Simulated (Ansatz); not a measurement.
**CH5BO (built from SMILES CBO): a barrier at many levels of theory**

How high is the barrier of this step (O2–H4 formed, B1–O2 loosened, C3–H4 broken), and how far do cheaper methods land from CCSD(T)?

The runs use Ansatz 0.2.0, Gaussian basis; single points in def2-TZVPP on PBE0-D4/def2-TZVP structures.

Levels: SPW92, PBE-D4, BLYP-D4, r2SCAN-D4, B97M-V, PBE0-D4, B3LYP-D4, r2SCAN0-D4, BHLYP-D4, CAM-B3LYP-D4, wB97X-V, wB97M-V, B2PLYP, PBE-QIDH, RPA on PBE, Hartree-Fock, MP2, CCSD, CCSD(T). The reference is CCSD(T) at the basis limit, from triple and quadruple zeta. Zero-point energies come from PBE0-D4 vibrations.

Cores are frozen in the correlated methods. B3LYP uses VWN-RPA correlation. B2PLYP carries no dispersion term here.

42 further runs of the same task are left out: 42 set aside as unsound or not needed.

## (1) The three structures

Charge 0, multiplicity 1. The folders r, ts and p hold the start, the saddle and the end; their coordinates stand in the first inputs.

```
 pair  r (Å)  ts (Å)  p (Å)
O2–H4  3.286   1.179  0.968
B1–O2  1.355   1.568  1.617
C3–H4  1.096   1.579  2.483
```

## (2) SPW92/def2-TZVPP

Input file r/in.yaml:

```yaml
crystal:
  periodic: [false, false, false]
  atoms:
    - {symbol: B, position_ang: [-0.523664, -0.447113, -0.350577]}
    - {symbol: O, position_ang: [-0.410375, -1.661960, 0.237808]}
    - {symbol: C, position_ang: [0.350888, 0.790046, 0.042449]}
    - {symbol: H, position_ang: [0.895545, 1.156271, -0.834801]}
    - {symbol: H, position_ang: [-1.356858, -0.377843, -1.212295]}
    - {symbol: H, position_ang: [0.262133, -1.686640, 0.924801]}
    - {symbol: H, position_ang: [-0.293771, 1.620273, 0.351396]}
    - {symbol: H, position_ang: [1.076103, 0.606765, 0.841217]}
basis:
  gaussian: {orbitals: def2-TZVPP}
hamiltonian: {xc: lda}
```

Input file ts/in.yaml:

```yaml
crystal:
  periodic: [false, false, false]
  atoms:
    - {symbol: B, position_ang: [-0.677574, -0.147479, -0.274017]}
    - {symbol: O, position_ang: [0.315109, -1.360985, -0.244319]}
    - {symbol: C, position_ang: [0.084949, 0.979481, 0.209189]}
    - {symbol: H, position_ang: [0.825932, -0.302727, -0.337945]}
    - {symbol: H, position_ang: [-1.669021, -0.323374, -0.903565]}
    - {symbol: H, position_ang: [0.420296, -1.759452, 0.628626]}
    - {symbol: H, position_ang: [-0.164307, 2.003568, -0.048035]}
    - {symbol: H, position_ang: [0.864617, 0.910768, 0.970065]}
basis:
  gaussian: {orbitals: def2-TZVPP}
hamiltonian: {xc: lda}
```

Input file p/in.yaml:

```yaml
crystal:
  periodic: [false, false, false]
  atoms:
    - {symbol: B, position_ang: [-0.587251, 0.008995, -0.283805]}
    - {symbol: O, position_ang: [0.413591, -1.261533, -0.285917]}
    - {symbol: C, position_ang: [0.016325, 1.198088, 0.178667]}
    - {symbol: H, position_ang: [1.221297, -0.973364, 0.162611]}
    - {symbol: H, position_ang: [-1.636903, -0.382535, -0.689405]}
    - {symbol: H, position_ang: [0.045830, -2.013680, 0.194098]}
    - {symbol: H, position_ang: [-0.523543, 2.138160, 0.210665]}
    - {symbol: H, position_ang: [1.050654, 1.285669, 0.513086]}
basis:
  gaussian: {orbitals: def2-TZVPP}
hamiltonian: {xc: lda}
```

One command serves all of them, each in its own folder.

Started as:

```sh
$ ansatz run in.yaml --threads 2 --pin off --events-out ev --progress --plain --max-ram 4352MiB
```

After this run come: PBE-D4/def2-TZVPP; BLYP-D4/def2-TZVPP; r2SCAN-D4/def2-TZVPP; B97M-V/def2-TZVPP; PBE0-D4/def2-TZVPP; B3LYP-D4/def2-TZVPP; r2SCAN0-D4/def2-TZVPP; BHLYP-D4/def2-TZVPP; CAM-B3LYP-D4/def2-TZVPP; wB97X-V/def2-TZVPP; wB97M-V/def2-TZVPP; B2PLYP/def2-TZVPP; PBE-QIDH/def2-TZVPP; RPA on PBE/def2-TZVPP; CCSD(T)/def2-TZVPP; MP2/def2-QZVPP; Vibrations of the start structure; Vibrations of the end structure.

What does the calculation give? Wanted: barrier, CCSD(T)/CBS; reverse barrier, CCSD(T)/CBS; step energy, CCSD(T)/CBS; barrier with zero-point energy; step energy with zero-point energy; imaginary mode at the saddle; largest T1 diagnostic.

The runs gave:

```
                          quantity          value
              barrier, CCSD(T)/CBS   343.1 kJ/mol
      reverse barrier, CCSD(T)/CBS    70.4 kJ/mol
          step energy, CCSD(T)/CBS  +272.7 kJ/mol
    barrier with zero-point energy   327.1 kJ/mol
step energy with zero-point energy  +269.6 kJ/mol
      imaginary mode at the saddle     1469i cm⁻¹
             largest T1 diagnostic          0.013
```

**Reading.** Among the functionals r2SCAN0-D4 lands nearest to CCSD(T)/CBS (-0.6 kJ/mol) and SPW92 farthest (-50.0 kJ/mol). Mean unsigned error by rung: LDA 50.0, GGA 24.2, meta-GGA 7.8, hybrid 8.9, range-separated hybrid 4.4, double hybrid 1.4 kJ/mol. PBE-D4 gives a barrier 31.1 kJ/mol too low, outside chemical accuracy (1 kcal/mol, 4.2 kJ/mol). The barrier rises with the share of exact exchange, from BLYP-D4 through B3LYP-D4 to BHLYP-D4 (-17.4, -2.0, +22.4 kJ/mol). Hartree-Fock, with no correlation, is off by +64.4 kJ/mol. Zero-point motion lowers the barrier by 16.0 kJ/mol.
